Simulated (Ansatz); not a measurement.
Species: molecular chlorine, Cl₂, net charge 0, singlet state. 
Geometry from a B3LYP-D3(BJ)/def2-TZVP (Ansatz, a first-principles code) optimisation:
SMILES: ClCl
```xyz
2

Cl     0.0000     0.0000    -1.0068
Cl     0.0000     0.0000     1.0068
```

Basis-set convergence of Hartree-Fock and CCSD correlation energies (hartree) with Ansatz. Valence correlation only, unless marked. No spin-orbit coupling. No relativistic terms.

```csv
basis,functions,E(HF),"E(corr, CCSD)"
cc-pV(D+d)Z,46,-918.96450,-0.30543
cc-pV(T+d)Z,78,-919.00055,-0.41338
cc-pV(Q+d)Z,128,-919.00825,-0.44929
cc-pV(5+d)Z,200,-919.00968,-0.46116
```

Extrapolating the two largest sets (X = 4 and 5) as X^-3: E(corr) = (125·(-0.46116) - 64·(-0.44929))/61 = -0.4736 Eh, an estimate of the basis-set limit. The largest set recovers 97.4 % of it, the smallest 64.5 %.
